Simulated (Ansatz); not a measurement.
A run of Ansatz (development build ahead of 0.2.0) on triplet SO3 at this shape:

```yaml
atoms:
  - { symbol: S, position_ang: [-0.0091, 0.0029, 0.0052] }
  - { symbol: O, position_ang: [1.1223, -0.8239, -0.0409] }
  - { symbol: O, position_ang: [-0.2935, 0.7379, 1.1648] }
  - { symbol: O, position_ang: [-0.8561, 0.0947, -1.1083] }
```

Its results:

```
Converged                       : yes
Reference energy                : -621.48018 hartree
Correlation energy              : -0.64242 hartree
Total energy                    : -622.12261 hartree
Spin squared of the determinant : 2.042
Stability test                  : minimum
```

Forces (eV/Å):
```csv
atom,Fx,Fy,Fz
S1,4.227,4.631,-1.038
O2,4.590,-6.038,-0.138
O3,-3.138,2.488,6.446
O4,-5.680,-1.082,-5.270
```

**Question.** Which input gives this output? Name the method, the orbitals and the basis set, and write the input.

**Answer.** UHF-MP2 in def2-SVP.

```yaml
crystal:
  periodic: [false, false, false]
  atoms:
    - { symbol: S, position_ang: [-0.00909, 0.00295, 0.00523] }
    - { symbol: O, position_ang: [1.12231, -0.82394, -0.04086] }
    - { symbol: O, position_ang: [-0.29346, 0.73794, 1.16485] }
    - { symbol: O, position_ang: [-0.85614, 0.09473, -1.10835] }
basis:
  gaussian: { orbitals: def2-SVP }
magnetization:
  spin_polarized: true
  initial_magnetization: 2
hamiltonian:
  xc: hf
correlation:
  method: mp2
  frozen_orbitals: { O: 1, S: 5 }
output:
  forces: true
```

Caution: another spin multiplicity may lie lower; MP2 forces lie far from those of the mean fields; the determinant breaks the point group.
